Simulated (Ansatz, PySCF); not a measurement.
This Ansatz (a quantum-chemistry and plane-wave program) input computes a SVWN5/def2-TZVPD energy:

Ansatz 0.2 input:
```yaml
crystal:
  periodic: [false, false, false]
  atoms:
    - {symbol: C, position_ang: [1.22403242, 0.15618539, 0.11364160]}
    - {symbol: O, position_ang: [-0.00098548, -0.29679360, -0.39947022]}
    - {symbol: C, position_ang: [-1.22329265, 0.06661010, 0.18623064]}
    - {symbol: H, position_ang: [1.82084480, -0.75180383, 0.30687020]}
    - {symbol: H, position_ang: [1.11006439, 0.79600610, 0.98397379]}
    - {symbol: H, position_ang: [1.73891874, 0.64544443, -0.73103846]}
    - {symbol: H, position_ang: [-1.73970461, -0.88212459, 0.41247810]}
    - {symbol: H, position_ang: [-1.82163068, 0.51512366, -0.62543056]}
    - {symbol: H, position_ang: [-1.10504745, 0.71493011, 1.04967526]}
basis:
  gaussian:
    orbitals: def2-TZVPD
hamiltonian:
  xc: {name: SVWN5}
total_charge: 1
magnetization: {spin_polarized: true, initial_magnetization: 1}
output: {forces: true}
```

Write an input for the same energy in PySCF and say what it gives.


```python
from pyscf import gto, scf, dft

mol = gto.M(
    atom='''
    C     1.22403242    0.15618539    0.11364160
    O    -0.00098548   -0.29679360   -0.39947022
    C    -1.22329265    0.06661010    0.18623064
    H     1.82084480   -0.75180383    0.30687020
    H     1.11006439    0.79600610    0.98397379
    H     1.73891874    0.64544443   -0.73103846
    H    -1.73970461   -0.88212459    0.41247810
    H    -1.82163068    0.51512366   -0.62543056
    H    -1.10504745    0.71493011    1.04967526
    ''',
    basis='def2-tzvpd',
    charge=1,
    spin=1,
    verbose=4,
)

mf = dft.UKS(mol, xc='svwn').density_fit(auxbasis='def2-universal-jkfit')
mf.grids.level = 3
mf.conv_tol = 1e-9
mf.max_cycle = 100
mf.max_memory = 1500
mf.kernel()
if not mf.converged:
    mf = mf.newton()
    mf.kernel(mf.make_rdm1())
for _ in range(2):
    mo, _, stable, _ = mf.stability(return_status=True)
    if stable:
        break
    mf.kernel(mf.make_rdm1(mo, mf.mo_occ))
mf.analyze()
```
It gives -153.42749 Eh, and Ansatz -153.42737 Eh, a difference of 0.12 mEh, from the treatment of integrals and grids.
